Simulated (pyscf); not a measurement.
Structures and frequencies: ωB97X-D3(BJ)/def2-SVP in PySCF.

Problem. For the elementary gas-phase step SiH₄ (SMILES [SiH4]) + H₃Si–AsH• (SMILES [SiH3][AsH]) → H₃Si–AsH–SiH₃ (SMILES [SiH3][AsH][SiH3]) + H• (SMILES [H]) (doublet surface; H–Si broken, As–Si formed), what barrier and reaction energy does ωB97M-D3(BJ)/def2-TZVP give, measured from the separated reactants?

Solution. ΔE‡ = 132.5 kJ/mol, ΔE = +117.6 kJ/mol. Zero-point energy shifts the barrier by -7.9 kJ/mol. It is a substitution at Si, with an imaginary mode of 565i cm⁻¹. One saddle was located; it need not be the lowest between these sides. The angle at the attacked Si is 179°. Elements up to Kr have no core potential and no relativistic terms here.
